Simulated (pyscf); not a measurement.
`[NH]=[SiH][Cl]` + `[SiH4]` → `[NH2][SiH]([SiH3])[Cl]`, an addition across a multiple bond or ene-type step (singlet surface; H–Si broken, H–N, Si–Si formed). Optimised with ωB97X-D3(BJ)/def2-SVP in PySCF. Correlated levels are frozen-core, on RHF or UHF. ΔMP2 is the change of the MP2 total energy from the triple- to the quadruple-zeta basis. Energies in kJ/mol from the separated reactants.

Small-basis levels: PySCF, no dispersion term, spherical d functions. AM1 to PM7: differences of heats of formation from MOPAC, which are fitted to 298 K values and so differ in kind from electronic energies by zero-point and thermal terms. Cost: rough CPU time at the saddle relative to B3LYP/6-31G*, from one job on a shared machine.

```json
[
 {"level": "HF/3-21G", "barrier": "267.3", "reaction energy": "-292.7", "cost": "0.05"},
 {"level": "SVWN5/6-31G*", "barrier": "75.6", "reaction energy": "-249.6", "cost": "0.7"},
 {"level": "BP86/6-31G*", "barrier": "135.7", "reaction energy": "-202.6", "cost": "1"},
 {"level": "PBE/6-31G*", "barrier": "123.0", "reaction energy": "-214.3", "cost": "1"},
 {"level": "B3LYP/STO-3G", "barrier": "___", "reaction energy": "-303.4", "cost": "0.7"},
 {"level": "B3LYP/3-21G", "barrier": "203.0", "reaction energy": "-248.2", "cost": "0.9"},
 {"level": "M06-2X/6-31G*", "barrier": "___", "reaction energy": "-234.8", "cost": "2"},
 {"level": "B3LYP/6-311+G**", "barrier": "149.8", "reaction energy": "-205.5", "cost": "2"},
 {"level": "B3LYP/def2-SVP", "barrier": "149.2", "reaction energy": "-207.2", "cost": "1"},
 {"level": "AM1", "barrier": "302.7", "reaction energy": "-116.7", "cost": "under 0.02"},
 {"level": "PM3", "barrier": "120.1", "reaction energy": "-193.6", "cost": "under 0.02"},
 {"level": "PM7", "barrier": "250.5", "reaction energy": "-207.3", "cost": "under 0.02"},
 {"level": "CCSD(T)/def2-TZVPP + ΔMP2(QZVPP)", "barrier": "___", "reaction energy": "-216.3", "cost": "–"}
]
```

Some entries are withheld; supply them.


- B3LYP/STO-3G, barrier: 281.5
- M06-2X/6-31G*, barrier: 145.3
- CCSD(T)/def2-TZVPP + ΔMP2(QZVPP), barrier: 128.7

Against the last row the barrier runs from -53.1 (SVWN5/6-31G*) to +174.1 kJ/mol (AM1); PBE/6-31G* happens to lie closest here (5.7 kJ/mol apart). CCSD(T)/def2-TZVPP + ΔMP2(QZVPP) has limits of its own. At the saddle there is also a short H–Si contact that neither side keeps. The same reactants have a lower exit, to H₃Si–NH–SiH₂–Cl (barrier +12.4 kJ/mol at ωB97M-D3(BJ)/def2-TZVP, against +127.9 kJ/mol here). HN=SiH–Cl lies 110.3 kJ/mol over its isomer H₂N–Si:–Cl [singlet] (electronic energy, ωB97M-D3(BJ)/def2-TZVP). H₂N–SiH(SiH₃)–Cl lies 59.5 kJ/mol over its isomer H₃Si–NH–SiH₂–Cl (electronic energy, ωB97M-D3(BJ)/def2-TZVP). One saddle was located; it need not be the lowest between these sides. The CCSD(T) − MP2 part came from Ansatz, without density fitting, on the same reference.
